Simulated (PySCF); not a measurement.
# Bond curve of N2

Set-up: PySCF, spin-free X2C with a Gaussian nucleus, basis sets N x2c-TZVPPall. Energies in eV from N + N in their ground configurations at the same level. State: ¹Σg⁺ (singlet), closed shell.

Curves on a restricted Hartree–Fock reference rise too fast on stretching and do not dissociate correctly.

```csv
R (Å),RHF-CCSD,ωB97X
0.937,,-7.176
0.981,-7.695,-8.630
1.025,-8.563,-9.452
1.057,-8.897,-9.750
1.090,-9.017,-9.832
1.123,-8.967,-9.743
1.166,-8.699,-9.419
1.221,-8.131,-8.774
1.286,-7.235,-7.774
1.373,,-6.243
```

Problem. Put a parabola through the three lowest points of the RHF-CCSD curve and estimate Re, k and ωe (reduced mass 7.002 u; 1 eV/Å² = 0.16022 mdyn/Å; ωe = 1302.8·√(k/μ) cm⁻¹).

Solution. Through R = 1.057, 1.09, 1.123 Å the second-order coefficient is 78.1 eV/Å², so Re ≈ 1.097 Å, k ≈ 25.0 mdyn/Å and ωe ≈ 2462 cm⁻¹. A polynomial fit of higher order to the unrounded RHF-CCSD energies gives Re = 1.096 Å, k = 24.3 mdyn/Å, ωe = 2426 cm⁻¹; anharmonicity and rounding make the difference.

The higher-order fit for each curve: RHF-CCSD: Re = 1.096 Å, ωe = 2426 cm⁻¹, De = 9.02 eV; ωB97X: Re = 1.088 Å, ωe = 2506 cm⁻¹, De = 9.83 eV.

Correlated steps freeze 2 core orbitals. Where the molecule has an RHF reference, its open-shell atoms are computed with UHF.
